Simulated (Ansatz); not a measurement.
# SiBH4 radical (SMILES B[SiH2]): single points off equilibrium

A test off equilibrium: a structure displaced at random from a GFN2-xTB minimum is computed at several levels, and each is set against CCSD(T).

Program: Ansatz 0.2.0, Gaussian basis. Level of theory: single points in def2-TZVPP. These are calculated values, not measurements.

Correlated methods freeze the cores. Orbitals are unrestricted.

### Step 1. The starting structure

6 atoms, charge 0, spin multiplicity 2.

Atoms are counted from 1 here; the program's logs count them from 0.

Bond lengths: B1–Si2 1.900 Å, B1–H3 1.221 Å, B1–H4 1.198 Å, Si2–H5 1.388 Å, Si2–H6 1.674 Å. Angles: Si2–B1–H3 123.3°, Si2–B1–H4 120.6°, H3–B1–H4 115.9°, B1–Si2–H5 117.7°, B1–Si2–H6 125.2°, H5–Si2–H6 115.6°.

Coordinates:

```xyz
6
BH4Si
B     0.02540   -1.00760    0.10320
Si   -0.02690    0.87030   -0.18030
H    -0.64290   -1.57550    0.95330
H     0.65890   -1.71700   -0.62550
H     0.99430    1.43920   -0.92950
H    -0.99490    1.94700    0.66080
```

### Step 2. CCSD(T)/def2-TZVPP

run/in.yaml reads:

```yaml
crystal:
  periodic: [false, false, false]
  atoms:
    - {symbol: B, position_ang: [0.025400, -1.007600, 0.103200]}
    - {symbol: Si, position_ang: [-0.026900, 0.870300, -0.180300]}
    - {symbol: H, position_ang: [-0.642900, -1.575500, 0.953300]}
    - {symbol: H, position_ang: [0.658900, -1.717000, -0.625500]}
    - {symbol: H, position_ang: [0.994300, 1.439200, -0.929500]}
    - {symbol: H, position_ang: [-0.994900, 1.947000, 0.660800]}
basis:
  gaussian: {orbitals: def2-TZVPP}
magnetization: {spin_polarized: true, initial_magnetization: 1}
correlation: {method: ccsd_t}
scf: {omitted_lower_state_checks: [cluster_reference]}
output: {forces: true}
```

On the command line:

```
$ ansatz run in.yaml --threads 4 --pin off --events-out ev --progress --plain --max-ram 5222MiB
```

### Step 3. PBE0-D4/def2-TZVPP

run/in.yaml, as its differences from that of step 2:

```diff
@@ -12,4 +12,3 @@
 magnetization: {spin_polarized: true, initial_magnetization: 1}
-correlation: {method: ccsd_t}
-scf: {omitted_lower_state_checks: [cluster_reference]}
-output: {forces: true}
+hamiltonian: {xc: pbe0, dispersion: d4}
+output: {forces: true, orbitals: {seedname: orbitals}}
```

### Step 4. wB97M-V/def2-TZVPP

run/in.yaml, as its differences from that of step 3:

```diff
@@ -12,3 +12,3 @@
 magnetization: {spin_polarized: true, initial_magnetization: 1}
-hamiltonian: {xc: pbe0, dispersion: d4}
-output: {forces: true, orbitals: {seedname: orbitals}}
+hamiltonian: {xc: {name: wB97M-V}}
+output: {forces: true}
```

### Step 5. r2SCAN-D4/def2-TZVPP

run/in.yaml, as its differences from that of step 4:

```diff
@@ -12,3 +12,3 @@
 magnetization: {spin_polarized: true, initial_magnetization: 1}
-hamiltonian: {xc: {name: wB97M-V}}
+hamiltonian: {xc: r2scan, dispersion: d4}
 output: {forces: true}
```

### Step 6. PBE-D4/def2-TZVPP

run/in.yaml, as its differences from that of step 5:

```diff
@@ -12,3 +12,3 @@
 magnetization: {spin_polarized: true, initial_magnetization: 1}
-hamiltonian: {xc: r2scan, dispersion: d4}
+hamiltonian: {xc: pbe, dispersion: d4}
 output: {forces: true}
```

### Step 7. BHLYP-D4/def2-TZVPP

run/in.yaml, as its differences from that of step 6:

```diff
@@ -12,3 +12,3 @@
 magnetization: {spin_polarized: true, initial_magnetization: 1}
-hamiltonian: {xc: pbe, dispersion: d4}
+hamiltonian: {xc: {name: BHLYP}, dispersion: d4}
 output: {forces: true}
```

### Step 8. wB97X-V/def2-TZVPP

run/in.yaml, as its differences from that of step 7:

```diff
@@ -12,3 +12,3 @@
 magnetization: {spin_polarized: true, initial_magnetization: 1}
-hamiltonian: {xc: {name: BHLYP}, dispersion: d4}
+hamiltonian: {xc: {name: wB97X-V}}
 output: {forces: true}
```

(Steps that only read results are left out.)

Before running it: what results should come out? Wanted: energy less free atoms, CCSD(T)/def2-TZVPP; RMS force component; RMS force error; HOMO and LUMO, PBE0-D4; T1 diagnostic.

The runs gave:

| quantity | value |
| --- | --- |
| energy less free atoms, CCSD(T)/def2-TZVPP | -385.9 kcal/mol |
| RMS force component | 1.135 to 1.178 eV/Å over the methods |
| RMS force error | PBE0-D4 0.092, wB97M-V 0.092, r2SCAN-D4 0.083, PBE-D4 0.157, BHLYP-D4 0.104, wB97X-V 0.071 eV/Å |
| HOMO and LUMO, PBE0-D4 | -6.56 and -3.39 eV |
| T1 diagnostic | 0.017 |

What this shows: Against CCSD(T) the functionals' energies less atoms differ by -16.8 to -9.9 kcal/mol, PBE-D4 by -12.7 kcal/mol. A larger basis would deepen the CCSD(T) value, while the functionals are nearly converged already, so the order here is not reliable. For forces wB97X-V does best and PBE-D4 worst. Frozen-core CCSD(T) forces in triple zeta carry basis errors of their own, and this is one geometry, so small gaps rank nothing.
